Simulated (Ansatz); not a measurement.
A made-up structure of SiHO2, doublet:

```tsv
atom	x (Å)	y (Å)	z (Å)
O1	-0.0069	-0.0448	0.0204
Si2	1.4120	0.5348	-0.2605
O3	-1.0111	0.7401	-0.3230
H4	-0.1425	-0.9189	0.4187
```

It is relaxed with PBE-D4/def2-SVP and then PBE0-D4/def2-TZVP (Ansatz 0.2.0). Atoms count as bonded within 1.22 times the sum of their covalent radii (H–H: 0.88 Å). The end point is not checked to be a true minimum.

Question: Does its bonding change? (A judgement: the text doesn't fix the answer.)

Answer: By the calculation: No: no bond forms or breaks.

Where it ends: The first stage lowers the energy by 1.07 eV in 7 steps. It ends as SiHO₂ ([O][OH][Si]):
```tsv
atom	x (Å)	y (Å)	z (Å)
O1	0.0401	-0.0600	0.0267
Si2	1.5890	0.5627	-0.2760
O3	-1.1585	0.7149	-0.3096
H4	-0.2190	-0.9064	0.4145
```

Labels in which every atom is bracketed show which atoms are joined, not bond orders.

For scale, one of the runs: PBE0-D4/def2-TZVP relaxation, 105 basis functions, launched by `ansatz run in.yaml --threads 2 --pin off --events-out ev --progress --plain --max-ram 4352MiB`. The run took about 13 s on 2 CPU threads of an Intel Xeon Platinum 8559C (shared host).
